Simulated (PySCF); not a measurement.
# CH4: the cost of one run

Method: levels as typed in each script, gas phase, geometry from GFN2-xTB; program: PySCF 2.14.0.

### 1 Where the work starts

SMILES `C`, 5 atoms, charge 0, spin multiplicity 1.

Bond lengths: C1–H2 1.082 Å, C1–H3 1.082 Å, C1–H4 1.082 Å, C1–H5 1.082 Å. Angles: H2–C1–H3 109.5°, H2–C1–H4 109.5°, H2–C1–H5 109.5°, H3–C1–H4 109.5°, H3–C1–H5 109.5°, H4–C1–H5 109.4°.

Coordinates:

| atom | x (Å) | y (Å) | z (Å) |
| --- | --- | --- | --- |
| C1 | -0.00001 | -0.00005 | 0.00001 |
| H2 | 0.84917 | -0.62485 | -0.24430 |
| H3 | -0.84927 | -0.62467 | 0.24427 |
| H4 | 0.24443 | 0.62488 | 0.84901 |
| H5 | -0.24426 | 0.62494 | -0.84902 |

### 2 Density, bond paths and surface potential (wB97X/def2-tzvp)

Input file input.py:

```python
import numpy as np
from pyscf import gto, scf, dft
from pyscf.scf import atom_ks, atom_hf
from scipy.linalg import block_diag

def solve(mol, dm0=None, hcore=None):
    mf = (dft.UKS if mol.spin else dft.RKS)(mol, xc='wb97x')
    mf.grids.level = 3
    mf = mf.density_fit(auxbasis='def2-universal-jkfit')
    mf.conv_tol, mf.max_cycle = 1e-8, 80
    if hcore is not None:
        mf.get_hcore = lambda *args: hcore
    mf.kernel(dm0)
    if not mf.converged:
        mf = mf.newton().run(mf.mo_coeff, mf.mo_occ, max_cycle=30)
    assert mf.converged, 'SCF not converged'
    return mf

mol = gto.M(atom='''
C     -0.00001    -0.00005     0.00001
H      0.84917    -0.62485    -0.24430
H     -0.84927    -0.62467     0.24427
H      0.24443     0.62488     0.84901
H     -0.24426     0.62494    -0.84902
''', basis='def2-tzvp', charge=0, spin=0, verbose=4)
mf = solve(mol)
mf.analyze()
# spherically averaged free atoms, for the promolecule
atm = atom_ks.get_atm_nrks(mol, xc='wb97x')
pro = block_diag(*[(atm[a[0]][2] * atm[a[0]][3]) @ atm[a[0]][2].T for a in mol._atom])
np.savez('result.npz', e=mf.e_tot, c=mf.mo_coeff, occ=mf.mo_occ, eps=mf.mo_energy, pro=pro, dip=mf.dip_moment(verbose=0), s2=mf.spin_square()[0])
```

Launch:

```sh
$ OMP_NUM_THREADS=1 python input.py
```

Q: Estimate wall time and peak memory on 1 thread of Intel Xeon 6975P-C (Granite Rapids), shared host.

About 1.8 s, with a peak of 0.23 GiB.
